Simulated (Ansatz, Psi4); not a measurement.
**CH2N (SMILES C=[N]): from total energies to a heat of formation**

The species is CH2N (4 atoms), meant as a doublet with charge 0. SMILES: `C=[N]`. Geometry: relaxed at PBE0-D4/def2-TZVP.

Total energies at UBHLYP/def2-TZVPP (Psi4 1.11); the atoms run unrestricted:

```tsv
species	state	energy (Eh)
CH2N	doublet	-93.965240
C	triplet	-37.847744
N	quartet	-54.590855
H	doublet	-0.498545
```

Harmonic wavenumbers at UPBE0-D4/def2-TZVP, in cm⁻¹: 929, 998, 1372, 1746, 2990, 3052.

Measured heats of formation of the gaseous atoms at 298.15 K, in kJ/mol: C 716.9, N 472.4, H 218.0. Take 1 Eh = 2625.50 kJ/mol, 1 cm⁻¹ = 0.0119627 kJ/mol, RT = 2.479 kJ/mol.

**Question.** Work out the heat of formation of the gas at 298 K.

**Answer.** 
1. Electronic atomisation energy: (-37.847744) + (-54.590855) + 2 × (-0.498545) − (-93.965240) = 0.529551 Eh = 1390.3 kJ/mol.
2. Zero-point energy: half the sum of the wavenumbers, 5543.5 cm⁻¹ = 66.3 kJ/mol.
3. Thermal vibrational enthalpy, Σ hcν̃/(exp(hcν̃/kT) − 1): 0.3 kJ/mol. Translation, rotation and pV of a non-linear molecule: 4 RT = 9.9 kJ/mol.
4. The 4 free atoms carry 5/2 RT each: 24.8 kJ/mol.
5. Atomisation enthalpy at 298 K: 1390.3 − 66.3 − 0.3 − 9.9 + 24.8 = 1338.6 kJ/mol.
6. Sum of the atoms' heats of formation: 1625.3 kJ/mol. Heat of formation: 1625.3 − 1338.6 = +286.7 kJ/mol.

The tabulated value is +238.6 kJ/mol (Active Thermochemical Tables), so this level is off by +48.1 kJ/mol, or 3.5 % of the atomisation enthalpy that the table implies (1386.7 kJ/mol). Hybrids with much exact exchange underbind. Anharmonicity and any spin-orbit splitting of the molecule are left out.
